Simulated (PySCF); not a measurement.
Work out the structure from these simulated measurements.

Formula: C3H2FNO.

* Couplings: largest of the computed one-bond spin–spin couplings (means over like bonds): 19F–13C -362.9, 13C–1H +199.1, 13C–1H +198.2, 13C–13C +103.3, 13C–13C +59.6, 17O–15N -46.9, 17O–13C +33.7, 15N–13C +5.1 Hz [B3LYP/pcJ-1]
* 1H NMR: chemical shifts (computed TMS as zero) by class: 8.05 (1 H), 5.49 (1 H) ppm [GIAO PBE0/pcSseg-1]
* NMR, other nuclei: isotropic shieldings of nuclei other than C and H, by class: -135 (1 N), -46 (1 O), 285 (1 F) ppm [GIAO PBE0/pcSseg-1]
* Dipole: 2.88 D [wB97X-D/def2-SVPD]
* UV, strongest line: among the 10 lowest singlet transitions: S6 at 8.72 eV (142 nm, f = 0.334) [TDDFT wB97X-D/def2-SVPD]
* Valence photoelectron: vertical ionisation energy: 10.26 eV [ΔSCF wB97X-D/def2-SVPD]
* 13C NMR: chemical shifts (computed TMS as zero) by class: 178.9 (1 C), 156.9 (1 C), 82.4 (1 C) ppm [GIAO PBE0/pcSseg-1]
* Rotational structure: rotational constants A, B, C: 9.798, 3.756, 2.715 GHz [PBE0-D3(BJ)/def2-SVP]
* UV, first state: lowest singlet excitation: 6.65 eV (186 nm, f = 0.121) [TDDFT wB97X-D/def2-SVPD]

Gas-phase values; electronic properties from PySCF, density fitting. Levels stand in brackets. Geometry: PBE0-D3(BJ)/def2-SVP; no solvent, vibrations or thermal averaging. NMR values are class means; diastereotopic atoms form classes of their own.

Q: Propose a structure and show how it fits.

A: Numbering: `[F:1][c:2]1[cH:3][cH:4][n:5][o:6]1`. Its formula, C3H2FNO, gives 3 degrees of unsaturation: 1 ring and 2 π bonds in the structure found (Kekulé form). 3 carbons fall into 3 classes; from least to most shielded: aromatic C–F carbon [C2] (178.9 ppm), aromatic CH next to a ring nitrogen [C4] (156.9 ppm), aromatic CH carbon [C3] (82.4 ppm). Hydrogen classes from least to most shielded: 1 H on an aromatic CH next to a ring nitrogen, C4 (8.05 ppm), 1 H on an aromatic CH carbon, C3 (5.49 ppm). The other shieldings belong to: -135 ppm, pyridine-type nitrogen [N5]; -46 ppm, ring oxygen [O6]; 285 ppm, aryl fluorine [F1]. The couplings run between: -362.9 Hz, aryl fluorine [F1] and aromatic C–F carbon [C2]; +199.1 Hz, aromatic CH carbon [C3] and its hydrogen; +198.2 Hz, aromatic CH next to a ring nitrogen [C4] and its hydrogen; +103.3 Hz, aromatic C–F carbon [C2] and aromatic CH carbon [C3]; +59.6 Hz, aromatic CH carbon [C3] and aromatic CH next to a ring nitrogen [C4]; -46.9 Hz, ring oxygen [O6] and pyridine-type nitrogen [N5]; +33.7 Hz, ring oxygen [O6] and aromatic C–F carbon [C2]; +5.1 Hz, pyridine-type nitrogen [N5] and aromatic CH next to a ring nitrogen [C4]. The first electron is taken from the HOMO, whose largest Löwdin shares are 0.27 on the pyridine-type nitrogen, 0.26 on the aromatic CH carbon, 0.22 on the aromatic C–F carbon and 0.10 on the aryl fluorine. The optimised geometry has point group Cs and is an asymmetric top. Structure: `Fc1ccno1`. Computed isomers that give other values at the same levels: `Fc1cnoc1` (smallest rotational constant: 2.593 GHz; this holds for the one conformer computed). The assignments are read from this structure; whether some other isomer fits the data as well wasn't checked.
